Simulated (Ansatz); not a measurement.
Program: Ansatz. Geometries: PBE0-D4/def2-TZVP. ΔE: electronic, gas phase. CCSD(T)/CBS is the MP2 limit (def2-TZVPP, def2-QZVPP) plus CCSD(T) − MP2 in def2-TZVPP, frozen cores. This one scheme is used for every species. Triplets are unrestricted, without spin–orbit coupling. Each species was taken in one conformer, which may not be the lowest.

Reaction (formal loss of a carbene): `ClCCCCCl` → `ClCCCCl` + `[CH2]` (triplet)

| species | CCSD(T)/CBS(def2) energy (Eh) |
| --- | --- |
| `ClCCCCCl` | -1076.59620 |
| `ClCCCCl` | -1037.33329 |
| `[CH2]` (triplet) | -39.09499 |

Question: Work out ΔE.

Answer: ΔE = (-1037.33329) + (-39.09499) − (-1076.59620) = 0.16792 Eh = +105.4 kcal/mol.

Largest T1 diagnostic among the species: 0.011.

In def2-TZVPP, CCSD(T) changes the Hartree–Fock value by +33.1 kcal/mol (the triples alone add +2.7 kcal/mol) and MP2 by +36.2 kcal/mol. The D4 term adds +2.7 kcal/mol with B3LYP and +1.5 kcal/mol with PBE0; it sums over pairs of atoms, weighted by their polarisabilities, and B3LYP, whose exchange is more repulsive, gets the larger term.

B3LYP here is the variant with VWN-RPA as its local correlation; programs differ in this.
